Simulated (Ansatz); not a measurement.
System: hcp Sc. Method: LDA (plane waves, PAW; Ansatz, a first-principles code).

Run with plane-wave cutoff 520 eV, 12×12×8 k mesh (along the axes of the cell as run), Fermi–Dirac smearing 0.1 eV, perturbation theory, scalar-relativistic PAW data made under PBE.

Computed at the level's own relaxed cell.

Space group P6₃/mmc (No. 194); a = 3.230 Å, b = 3.230 Å, c = 4.988 Å, α = 90.00°, β = 90.00°, γ = 120.00°

| atom | site | symmetry | x | y | z |
|---|---|---|---|---|---|
| Sc | 2c | -6m2 | 0.3333 | 0.6667 | 0.2500 |

Harmonic phonon frequencies (cm⁻¹; i marks an imaginary mode):

```tsv
q point	frequencies
Γ	___
M	___
K	171 171 179 179 207 212
```

Problem. Some entries are withheld; supply them.

Solution. 
- Γ, frequencies: 0 0 0 137 137 236
- M, frequencies: 119 139 193 211 218 223

No imaginary mode appears at these points.
